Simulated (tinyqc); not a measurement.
A ladder of methods, and size consistency: correlation methods against full CI in the sto-6g basis, for LiH, spin multiplicity 1. Computed by the program tinyqc with PySCF. All electrons correlated; +Q is the Davidson correction (1 - c0^2) E_corr. The last columns treat two copies 100 angstrom apart as one system. FCI is the lowest singlet.

Geometry (angstrom):
```
atom       x       y       z
Li    0.0000  0.0000  0.0000
H     0.0000  0.0000  1.5910
```

RHF energy of one = -7.952099 hartree

Correlation energies (hartree):
```
method   E_corr of one  share of FCI (%)  E_corr of two at 100 angstrom  two minus twice one (mhartree)
MP2          -0.012840           63.2492                      -0.025679                       -2.28e-05
CISD         -0.020287           99.9369                      -0.039625                          0.9499
CISD+Q       -0.020795          102.4374                      -0.041408                          0.1821
CCSD         -0.020290           99.9514                      -0.040580                       -5.00e-05
CCSD(T)      -0.020298           99.9901                      -0.040596                       -4.99e-05
FCI          -0.020300          100.0000                              -                               -
```

What does the comparison show, and why?

MP2 recovers 63 %, CISD 99.9 % and CCSD 100.0 % of the FCI value (c0^2 = 0.975 in CISD). MP2 and coupled cluster are size consistent, so their last column vanishes but for a trace of long-range electrostatics; CISD loses 0.95 mhartree, since a double excitation on each copy is a quadruple of the pair, and the Davidson correction leaves +0.18.
